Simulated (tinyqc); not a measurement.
Worked calculation: MP2 on RHF in the sto-3g basis, for H2F+, spin multiplicity 1. Computed by tinyqc, a small Python program that keeps every step (integrals from PySCF). Settings: charge = 1, multiplicity = 1, basis = sto-3g, method = RHF, energy threshold = 1e-10, iteration cap = 81, orthogonalisation = symmetric, start = core, DIIS depth = 6. Command: `OMP_NUM_THREADS=1 python tinyqc.py 27805 27806 out.jsonl` (the two numbers bound the seeds that draw the settings). One thread of a shared host (Intel(R) Xeon(R) Processor @ 2.60GHz), about 0.2 s of CPU time with the checks. The early iterations of the SCF are left out here.

## One-electron integrals

Geometry (angstrom):
```
atom         x          y         z
F     0.000000   0.000000  0.000000
H     0.000000   0.893000  0.505000
H     0.000000  -0.893000  0.505000
```

Basis sto-3g: exponents (1/bohr^2) and contraction coefficients of normalised primitives:
```
element  l (shell)    exponent  coefficient
F            s (1)  166.679130     0.154329
F            s (1)   30.360812     0.535328
F            s (1)    8.216821     0.444635
F            s (2)    6.464803    -0.099967
F            s (2)    1.502281     0.399513
F            s (2)    0.488588     0.700115
F            p (3)    6.464803     0.155916
F            p (3)    1.502281     0.607684
F            p (3)    0.488588     0.391957
H            s (1)    3.425251     0.154329
H            s (1)    0.623914     0.535328
H            s (1)    0.168855     0.444635
```

Overlap, kinetic and nuclear-attraction integrals over the contracted functions; the nuclear repulsion is the sum of Za Zb / Rab.

nuclear repulsion = 9.58099342 hartree

overlap S, order 1F 1s, 1F 2s, 1F 2px, 1F 2py, 1F 2pz, 2H 1s, 3H 1s:
$$\begin{pmatrix}
1.000000 & 0.237990 & 0.000000 & 0.000000 & 0.000000 & 0.038128 & 0.038128 \\
0.237990 & 1.000000 & 0.000000 & 0.000000 & 0.000000 & 0.379218 & 0.379218 \\
0.000000 & 0.000000 & 1.000000 & 0.000000 & 0.000000 & 0.000000 & 0.000000 \\
0.000000 & 0.000000 & 0.000000 & 1.000000 & 0.000000 & 0.269957 & -0.269957 \\
0.000000 & 0.000000 & 0.000000 & 0.000000 & 1.000000 & 0.152663 & 0.152663 \\
0.038128 & 0.379218 & 0.000000 & 0.269957 & 0.152663 & 1.000000 & 0.167695 \\
0.038128 & 0.379218 & 0.000000 & -0.269957 & 0.152663 & 0.167695 & 1.000000
\end{pmatrix}$$

kinetic energy T (hartree), order 1F 1s, 1F 2s, 1F 2px, 1F 2py, 1F 2pz, 2H 1s, 3H 1s:
$$\begin{pmatrix}
36.984577 & -0.212858 & 0.000000 & 0.000000 & 0.000000 & -0.005710 & -0.005710 \\
-0.212858 & 1.037995 & 0.000000 & 0.000000 & 0.000000 & 0.077711 & 0.077711 \\
0.000000 & 0.000000 & 3.248015 & 0.000000 & 0.000000 & 0.000000 & 0.000000 \\
0.000000 & 0.000000 & 0.000000 & 3.248015 & 0.000000 & 0.170612 & -0.170612 \\
0.000000 & 0.000000 & 0.000000 & 0.000000 & 3.248015 & 0.096483 & 0.096483 \\
-0.005710 & 0.077711 & 0.000000 & 0.170612 & 0.096483 & 0.760032 & -0.005755 \\
-0.005710 & 0.077711 & 0.000000 & -0.170612 & 0.096483 & -0.005755 & 0.760032
\end{pmatrix}$$

nuclear attraction V (hartree), order 1F 1s, 1F 2s, 1F 2px, 1F 2py, 1F 2pz, 2H 1s, 3H 1s:
$$\begin{pmatrix}
-78.041213 & -9.422327 & 0.000000 & 0.000000 & -0.011844 & -1.550144 & -1.550144 \\
-9.422327 & -12.569379 & 0.000000 & 0.000000 & -0.144897 & -3.596438 & -3.596438 \\
0.000000 & 0.000000 & -12.417220 & 0.000000 & 0.000000 & 0.000000 & 0.000000 \\
0.000000 & 0.000000 & 0.000000 & -12.551355 & 0.000000 & -2.220515 & 2.220515 \\
-0.011844 & -0.144897 & 0.000000 & 0.000000 & -12.460117 & -1.292814 & -1.292814 \\
-1.550144 & -3.596438 & 0.000000 & -2.220515 & -1.292814 & -6.036071 & -1.169262 \\
-1.550144 & -3.596438 & 0.000000 & 2.220515 & -1.292814 & -1.169262 & -6.036071
\end{pmatrix}$$

core Hamiltonian H = T + V (hartree), order 1F 1s, 1F 2s, 1F 2px, 1F 2py, 1F 2pz, 2H 1s, 3H 1s:
$$\begin{pmatrix}
-41.056636 & -9.635185 & 0.000000 & 0.000000 & -0.011844 & -1.555854 & -1.555854 \\
-9.635185 & -11.531383 & 0.000000 & 0.000000 & -0.144897 & -3.518727 & -3.518727 \\
0.000000 & 0.000000 & -9.169205 & 0.000000 & 0.000000 & 0.000000 & 0.000000 \\
0.000000 & 0.000000 & 0.000000 & -9.303340 & 0.000000 & -2.049903 & 2.049903 \\
-0.011844 & -0.144897 & 0.000000 & 0.000000 & -9.212102 & -1.196331 & -1.196331 \\
-1.555854 & -3.518727 & 0.000000 & -2.049903 & -1.196331 & -5.276039 & -1.175017 \\
-1.555854 & -3.518727 & 0.000000 & 2.049903 & -1.196331 & -1.175017 & -5.276039
\end{pmatrix}$$

## Two-electron integrals

Functions are numbered as in S; the eight-fold symmetry (ij|kl) = (ji|kl) = (kl|ij) leaves the list below.

Two-electron integrals (ij|kl) in chemists' order, unique and non-zero (hartree):
```
(11|11) 5.403501    (21|11) 0.841920    (21|21) 0.156299    (22|11) 1.268028
(22|21) 0.292344    (22|22) 0.926167    (31|31) 0.027998    (32|31) 0.043169
(32|32) 0.204588    (33|11) 1.264502    (33|21) 0.292403    (33|22) 0.925959
(33|33) 0.997514    (41|41) 0.027998    (42|41) 0.043169    (42|42) 0.204588
(43|43) 0.053770    (44|11) 1.264502    (44|21) 0.292403    (44|22) 0.925959
(44|33) 0.889973    (44|44) 0.997514    (51|51) 0.027998    (52|51) 0.043169
(52|52) 0.204588    (53|53) 0.053770    (54|54) 0.053770    (55|11) 1.264502
(55|21) 0.292403    (55|22) 0.925959    (55|33) 0.889973    (55|44) 0.889973
(55|55) 0.997514    (61|11) 0.136833    (61|21) 0.025189    (61|22) 0.046816
(61|33) 0.046744    (61|41) 0.000901    (61|42) 0.001689    (61|44) 0.046913
(61|51) 0.000510    (61|52) 0.000955    (61|54) 0.000096    (61|55) 0.046799
(61|61) 0.004101    (62|11) 0.346446    (62|21) 0.080946    (62|22) 0.286093
(62|33) 0.281909    (62|41) 0.004805    (62|42) 0.037486    (62|44) 0.291209
(62|51) 0.002718    (62|52) 0.021199    (62|54) 0.005260    (62|55) 0.284883
(62|61) 0.013236    (62|62) 0.108770    (63|31) 0.008475    (63|32) 0.050211
(63|43) 0.007894    (63|53) 0.004464    (63|63) 0.016126    (64|11) 0.205193
(64|21) 0.048558    (64|22) 0.183712    (64|33) 0.175854    (64|41) 0.010995
(64|42) 0.073037    (64|44) 0.197381    (64|51) 0.001425    (64|52) 0.012908
(64|54) 0.007710    (64|55) 0.177690    (64|61) 0.008274    (64|62) 0.085648
(64|64) 0.083055    (65|11) 0.116039    (65|21) 0.027460    (65|22) 0.103891
(65|33) 0.099447    (65|41) 0.001425    (65|42) 0.012908    (65|44) 0.102693
(65|51) 0.009281    (65|52) 0.057511    (65|54) 0.009729    (65|55) 0.109413
(65|61) 0.004679    (65|62) 0.048435    (65|64) 0.037849    (65|65) 0.037530
(66|11) 0.501081    (66|21) 0.118998    (66|22) 0.485097    (66|33) 0.468511
(66|41) 0.008875    (66|42) 0.097518    (66|44) 0.505793    (66|51) 0.005019
(66|52) 0.055147    (66|54) 0.021083    (66|55) 0.480434    (66|61) 0.019583
(66|62) 0.236412    (66|64) 0.216321    (66|65) 0.122332    (66|66) 0.774606
(71|11) 0.136833    (71|21) 0.025189    (71|22) 0.046816    (71|33) 0.046744
(71|41) -0.000901   (71|42) -0.001689   (71|44) 0.046913    (71|51) 0.000510
(71|52) 0.000955    (71|54) -0.000096   (71|55) 0.046799    (71|61) 0.004040
(71|62) 0.012829    (71|64) 0.007370    (71|65) 0.004539    (71|66) 0.018806
(71|71) 0.004101    (72|11) 0.346446    (72|21) 0.080946    (72|22) 0.286093
(72|33) 0.281909    (72|41) -0.004805   (72|42) -0.037486   (72|44) 0.291209
(72|51) 0.002718    (72|52) 0.021199    (72|54) -0.005260   (72|55) 0.284883
(72|61) 0.012829    (72|62) 0.087343    (72|64) 0.047493    (72|65) 0.037649
(72|66) 0.153319    (72|71) 0.013236    (72|72) 0.108770    (73|31) 0.008475
(73|32) 0.050211    (73|43) -0.007894   (73|53) 0.004464    (73|63) 0.012467
(73|73) 0.016126    (74|11) -0.205193   (74|21) -0.048558   (74|22) -0.183712
(74|33) -0.175854   (74|41) 0.010995    (74|42) 0.073037    (74|44) -0.197381
(74|51) -0.001425   (74|52) -0.012908   (74|54) 0.007710    (74|55) -0.177690
(74|61) -0.007370   (74|62) -0.047493   (74|64) -0.013776   (74|65) -0.020067
(74|66) -0.075665   (74|71) -0.008274   (74|72) -0.085648   (74|74) 0.083055
(75|11) 0.116039    (75|21) 0.027460    (75|22) 0.103891    (75|33) 0.099447
(75|41) -0.001425   (75|42) -0.012908   (75|44) 0.102693    (75|51) 0.009281
(75|52) 0.057511    (75|54) -0.009729   (75|55) 0.109413    (75|61) 0.004539
(75|62) 0.037649    (75|64) 0.020067    (75|65) 0.028498    (75|66) 0.072786
(75|71) 0.004679    (75|72) 0.048435    (75|74) -0.037849   (75|75) 0.037530
(76|11) 0.107615    (76|21) 0.025377    (76|22) 0.097577    (76|33) 0.095912
(76|44) 0.098022    (76|51) 0.001372    (76|52) 0.012879    (76|55) 0.098693
(76|61) 0.004098    (76|62) 0.036421    (76|64) 0.025116    (76|65) 0.018528
(76|66) 0.083109    (76|71) 0.004098    (76|72) 0.036421    (76|74) -0.025116
(76|75) 0.018528    (76|76) 0.015053    (77|11) 0.501081    (77|21) 0.118998
(77|22) 0.485097    (77|33) 0.468511    (77|41) -0.008875   (77|42) -0.097518
(77|44) 0.505793    (77|51) 0.005019    (77|52) 0.055147    (77|54) -0.021083
(77|55) 0.480434    (77|61) 0.018806    (77|62) 0.153319    (77|64) 0.075665
(77|65) 0.072786    (77|66) 0.294110    (77|71) 0.019583    (77|72) 0.236412
(77|74) -0.216321   (77|75) 0.122332    (77|76) 0.083109    (77|77) 0.774606
```

## Orthogonalisation

S = U s U^T; symmetric (Loewdin) form X = U s^(-1/2) U^T, so that X^T S X = 1.

eigenvalues of S: [0.464469, 0.525277, 0.909626, 1.000000, 1.076018, 1.307028, 1.717582]

X, order 1F 1s, 1F 2s, 1F 2px, 1F 2py, 1F 2pz, 2H 1s, 3H 1s:
$$\begin{pmatrix}
1.023763 & -0.136572 & 0.000000 & 0.000000 & -0.005157 & 0.017983 & 0.017983 \\
-0.136572 & 1.149161 & 0.000000 & 0.000000 & 0.049963 & -0.212503 & -0.212503 \\
0.000000 & 0.000000 & 1.000000 & 0.000000 & 0.000000 & 0.000000 & 0.000000 \\
0.000000 & 0.000000 & 0.000000 & 1.073060 & 0.000000 & -0.174413 & 0.174413 \\
-0.005157 & 0.049963 & 0.000000 & 0.000000 & 1.019658 & -0.083930 & -0.083930 \\
0.017983 & -0.212503 & 0.000000 & -0.174413 & -0.083930 & 1.115845 & -0.065559 \\
0.017983 & -0.212503 & 0.000000 & 0.174413 & -0.083930 & -0.065559 & 1.115845
\end{pmatrix}$$

## Iteration 8 (converged): orbitals

converged F (hartree), order 1F 1s, 1F 2s, 1F 2px, 1F 2py, 1F 2pz, 2H 1s, 3H 1s:
$$\begin{pmatrix}
-26.583373 & -6.780919 & 0.000000 & 0.000000 & -0.021213 & -1.103816 & -1.103816 \\
-6.780919 & -3.610401 & 0.000000 & 0.000000 & -0.097151 & -1.145103 & -1.145103 \\
0.000000 & 0.000000 & -1.020076 & 0.000000 & 0.000000 & 0.000000 & 0.000000 \\
0.000000 & 0.000000 & 0.000000 & -0.962218 & 0.000000 & -0.542216 & 0.542216 \\
-0.021213 & -0.097151 & 0.000000 & 0.000000 & -0.985784 & -0.358487 & -0.358487 \\
-1.103816 & -1.145103 & 0.000000 & -0.542216 & -0.358487 & -0.809659 & -0.317311 \\
-1.103816 & -1.145103 & 0.000000 & 0.542216 & -0.358487 & -0.317311 & -0.809659
\end{pmatrix}$$

Diagonalise F' = X^T F X, C = X C', fill 5 alpha and 5 beta electrons from the bottom; D = 2 C_occ C_occ^T. Each column has its largest component positive (the first on a tie).

F' = X^T F X (hartree):
$$\begin{pmatrix}
-26.103517 & -3.441087 & 0.000000 & 0.000000 & -0.038504 & -0.134980 & -0.134980 \\
-3.441087 & -2.244668 & 0.000000 & 0.000000 & 0.034740 & -0.474506 & -0.474506 \\
0.000000 & 0.000000 & -1.020076 & 0.000000 & 0.000000 & 0.000000 & 0.000000 \\
0.000000 & 0.000000 & 0.000000 & -0.731994 & 0.000000 & -0.438831 & 0.438831 \\
-0.038504 & 0.034740 & 0.000000 & 0.000000 & -0.916688 & -0.248552 & -0.248552 \\
-0.134980 & -0.474506 & 0.000000 & -0.438831 & -0.248552 & -0.368490 & -0.069670 \\
-0.134980 & -0.474506 & 0.000000 & 0.438831 & -0.248552 & -0.069670 & -0.368490
\end{pmatrix}$$

orbital energies (hartree): MO1 -26.593015, MO2 -2.024126, MO3 -1.172717, MO4 -1.041685, MO5 -1.020076, MO6 -0.044207, MO7 0.141902

coefficients C, order 1F 1s, 1F 2s, 1F 2px, 1F 2py, 1F 2pz, 2H 1s, 3H 1s:
$$\begin{pmatrix}
0.994705 & -0.250624 & 0.000000 & 0.059693 & 0.000000 & 0.107712 & 0.000000 \\
0.022734 & 0.949010 & 0.000000 & -0.300034 & 0.000000 & -0.663985 & 0.000000 \\
0.000000 & 0.000000 & 0.000000 & 0.000000 & 1.000000 & 0.000000 & 0.000000 \\
0.000000 & 0.000000 & 0.732076 & 0.000000 & 0.000000 & 0.000000 & 0.822413 \\
0.002084 & 0.091804 & 0.000000 & 0.897529 & 0.000000 & -0.492263 & 0.000000 \\
-0.004062 & 0.085324 & 0.341486 & 0.195665 & 0.000000 & 0.747324 & -0.782090 \\
-0.004062 & 0.085324 & -0.341486 & 0.195665 & 0.000000 & 0.747324 & 0.782090
\end{pmatrix}$$

D after iteration 8, order 1F 1s, 1F 2s, 1F 2px, 1F 2py, 1F 2pz, 2H 1s, 3H 1s:
$$\begin{pmatrix}
2.111628 & -0.466283 & 0.000000 & 0.000000 & 0.065283 & -0.027489 & -0.027489 \\
-0.466283 & 1.982314 & 0.000000 & 0.000000 & -0.364238 & 0.044348 & 0.044348 \\
0.000000 & 0.000000 & 2.000000 & 0.000000 & 0.000000 & 0.000000 & 0.000000 \\
0.000000 & 0.000000 & 0.000000 & 1.071869 & 0.000000 & 0.499988 & -0.499988 \\
0.065283 & -0.364238 & 0.000000 & 0.000000 & 1.627983 & 0.366880 & 0.366880 \\
-0.027489 & 0.044348 & 0.000000 & 0.499988 & 0.366880 & 0.324389 & -0.142063 \\
-0.027489 & 0.044348 & 0.000000 & -0.499988 & 0.366880 & -0.142063 & 0.324389
\end{pmatrix}$$

## Convergence

Stop when the energy changes by less than 1e-10 hartree and every element of the error matrix X^T (F D S - S D F) X is below 3e-06.

Course of the cycle:
```
iteration   E (hartree)     change  largest element of the error matrix
1          -97.80492447          -                             5.87e-01
2          -98.85443880  -1.05e+00                             4.16e-02
3          -98.85590243  -1.46e-03                             6.83e-03
4          -98.85602624  -1.24e-04                             1.88e-03
5          -98.85604172  -1.55e-05                             5.58e-04
6          -98.85604233  -6.11e-07                             7.23e-05
7          -98.85604233  -7.33e-09                             1.62e-07
8          -98.85604233   0.000000                             2.34e-09
```

PySCF RHF in the same basis = -98.85604233 hartree

Converged in 8 iterations.

## Integrals over molecular orbitals

(pq|rs) = sum C_ip C_jq C_kr C_ls (ij|kl), one index at a time.

one-electron integrals over orbitals h = C^T H C (hartree):
$$\begin{pmatrix}
-41.038565 & 0.693670 & 0.000000 & -0.154111 & 0.000000 & -0.287263 & 0.000000 \\
0.693670 & -9.621261 & 0.000000 & 0.319914 & 0.000000 & 1.353010 & 0.000000 \\
0.000000 & 0.000000 & -7.992300 & 0.000000 & 0.000000 & 0.000000 & -2.214766 \\
-0.154111 & 0.319914 & 0.000000 & -8.764085 & 0.000000 & 1.293118 & 0.000000 \\
0.000000 & 0.000000 & 0.000000 & 0.000000 & -9.169205 & 0.000000 & 0.000000 \\
-0.287263 & 1.353010 & 0.000000 & 1.293118 & 0.000000 & -5.469956 & 0.000000 \\
0.000000 & 0.000000 & -2.214766 & 0.000000 & 0.000000 & 0.000000 & -6.035338
\end{pmatrix}$$

Two-electron integrals over orbitals (pq|rs), unique and non-zero (hartree):
```
(11|11) 5.362319    (21|11) -0.504690   (21|21) 0.075341    (22|11) 1.203837
(22|21) -0.019699   (22|22) 0.856375    (31|31) 0.016871    (32|31) 0.025294
(32|32) 0.156818    (33|11) 0.974366    (33|21) -0.008023   (33|22) 0.750239
(33|33) 0.725650    (41|11) 0.119209    (41|21) -0.015199   (41|22) 0.012546
(41|33) 0.004507    (41|41) 0.028437    (42|11) -0.085260   (42|21) 0.007278
(42|22) 0.001252    (42|33) -0.004602   (42|41) 0.031522    (42|42) 0.163506
(43|31) -0.003118   (43|32) 0.007596    (43|43) 0.046656    (44|11) 1.174529
(44|21) -0.014403   (44|22) 0.824735    (44|33) 0.711599    (44|41) -0.010491
(44|42) -0.086693   (44|44) 0.906742    (51|51) 0.029605    (52|51) 0.039191
(52|52) 0.182027    (53|53) 0.037564    (54|51) -0.008668   (54|52) -0.031420
(54|54) 0.054216    (55|11) 1.264010    (55|21) -0.014211   (55|22) 0.880414
(55|33) 0.739717    (55|41) 0.003389    (55|42) -0.046886   (55|44) 0.843373
(55|55) 0.997514    (61|11) 0.217188    (61|21) -0.033856   (61|22) 0.005294
(61|33) 0.002620    (61|41) -0.004709   (61|42) -0.017750   (61|44) 0.012413
(61|55) 0.006020    (61|61) 0.020476    (62|11) -0.288355   (62|21) 0.007834
(62|22) -0.142579   (62|33) -0.086257   (62|41) -0.016427   (62|42) -0.039755
(62|44) -0.109683   (62|55) -0.150732   (62|61) 0.003120    (62|62) 0.073406
(63|31) -0.003661   (63|32) 0.029857    (63|43) 0.018253    (63|63) 0.073017
(64|11) -0.247888   (64|21) 0.003007    (64|22) -0.132537   (64|33) -0.076534
(64|41) -0.007431   (64|42) -0.001514   (64|44) -0.140570   (64|55) -0.135864
(64|61) 0.001697    (64|62) 0.059401    (64|64) 0.065823    (65|51) -0.014122
(65|52) -0.054109   (65|54) -0.006885   (65|65) 0.025814    (66|11) 0.673097
(66|21) -0.005367   (66|22) 0.558724    (66|33) 0.546946    (66|41) 0.015200
(66|42) 0.064951    (66|44) 0.527017    (66|55) 0.536360    (66|61) -0.004010
(66|62) -0.046366   (66|64) -0.024965   (66|66) 0.536274    (71|31) 0.017164
(71|32) 0.024632    (71|43) -0.003270   (71|63) -0.003393   (71|71) 0.017482
(72|31) 0.017639    (72|32) 0.066790    (72|43) -0.020943   (72|63) -0.026655
(72|71) 0.017248    (72|72) 0.057481    (73|11) 0.431140    (73|21) -0.008464
(73|22) 0.211909    (73|33) 0.162518    (73|41) -0.001057   (73|42) -0.052963
(73|44) 0.209146    (73|55) 0.234207    (73|61) 0.005112    (73|62) -0.072987
(73|64) -0.078874   (73|66) 0.017050    (73|73) 0.161797    (74|31) -0.006977
(74|32) -0.052339   (74|43) 0.010788    (74|63) -0.040686   (74|71) -0.007112
(74|72) -0.011658   (74|74) 0.045413    (75|53) 0.025814    (75|75) 0.020535
(76|31) -0.010192   (76|32) -0.097500   (76|43) -0.045155   (76|63) -0.089432
(76|71) -0.010279   (76|72) 0.003747    (76|74) 0.056560    (76|76) 0.163978
(77|11) 0.808394    (77|21) -0.008117   (77|22) 0.615509    (77|33) 0.614698
(77|41) 0.002917    (77|42) 0.004477    (77|44) 0.596055    (77|55) 0.605319
(77|61) 0.002942    (77|62) -0.046714   (77|64) -0.031545   (77|66) 0.532743
(77|73) 0.077715    (77|77) 0.577218
```

## Second-order Moller-Plesset energy

Hartree-Fock energy = -98.85604233 hartree

E2 = sum_ijab (ia|jb) [2 (ia|jb) - (ib|ja)] / (e_i + e_j - e_a - e_b) over occupied i, j and virtual a, b; the opposite-spin part is (ia|jb)^2 / denominator, the rest is same-spin, and SCS-MP2 scales them by 6/5 and 1/3.

Terms:
```
i  j  a  b    (ia|jb)    (ib|ja)  denominator       term
3  3  7  7   0.161797   0.161797    -2.629238  -0.009957
4  3  6  7  -0.078874  -0.040686    -2.312098  -0.003993
3  4  7  6  -0.078874  -0.040686    -2.312098  -0.003993
2  3  6  7  -0.072987  -0.026655    -3.294539  -0.002643
3  2  7  6  -0.072987  -0.026655    -3.294539  -0.002643
3  3  6  6   0.073017   0.073017    -2.257020  -0.002362
4  4  6  6   0.065823   0.065823    -1.994957  -0.002172
2  2  6  6   0.073406   0.073406    -3.959839  -0.001361
2  4  6  6   0.059401   0.059401    -2.977398  -0.001185
4  2  6  6   0.059401   0.059401    -2.977398  -0.001185
4  4  7  7   0.045413   0.045413    -2.367176  -0.000871
2  2  7  7   0.057481   0.057481    -4.332057  -0.000763
5  5  6  6   0.025814   0.025814    -1.951740  -0.000341
5  5  7  7   0.020535   0.020535    -2.323958  -0.000181
2  3  7  6  -0.026655  -0.072987    -3.294539   0.000159
3  2  6  7  -0.026655  -0.072987    -3.294539   0.000159
3  4  6  7  -0.040686  -0.078874    -2.312098  -0.000044
4  3  7  6  -0.040686  -0.078874    -2.312098  -0.000044
2  4  7  7  -0.011658  -0.011658    -3.349617  -0.000041
4  2  7  7  -0.011658  -0.011658    -3.349617  -0.000041
2  1  7  7   0.017248   0.017248   -28.900946  -0.000010
1  2  7  7   0.017248   0.017248   -28.900946  -0.000010
1  1  6  6   0.020476   0.020476   -53.097617  -0.000008
1  1  7  7   0.017482   0.017482   -53.469835  -0.000006
3  1  7  6   0.005112  -0.003393   -27.863427  -2.50e-06
1  3  6  7   0.005112  -0.003393   -27.863427  -2.50e-06
4  1  7  7  -0.007112  -0.007112   -27.918506  -1.81e-06
1  4  7  7  -0.007112  -0.007112   -27.918506  -1.81e-06
3  1  6  7  -0.003393   0.005112   -27.863427  -1.45e-06
1  3  7  6  -0.003393   0.005112   -27.863427  -1.45e-06
2  1  6  6   0.003120   0.003120   -28.528728  -3.41e-07
1  2  6  6   0.003120   0.003120   -28.528728  -3.41e-07
4  1  6  6   0.001697   0.001697   -27.546287  -1.04e-07
1  4  6  6   0.001697   0.001697   -27.546287  -1.04e-07
```

Pair energies (hartree; pair i-j sums ij and ji):
```
pair  opposite spin  same spin
1-1       -0.000014   0.000000
2-1       -0.000021   0.000000
2-2       -0.002123   0.000000
3-1       -2.70e-06  -0.000005
3-2       -0.003665  -0.001303
3-3       -0.012319   0.000000
4-1       -3.83e-06   0.000000
4-2       -0.002451   0.000000
4-3       -0.006813  -0.001261
4-4       -0.003043   0.000000
5-5       -0.000523   0.000000
```

MP2 correlation energy = -0.03354919 hartree

SCS-MP2 correlation energy = -0.03803185 hartree

MP2 total energy = -98.88959152 hartree
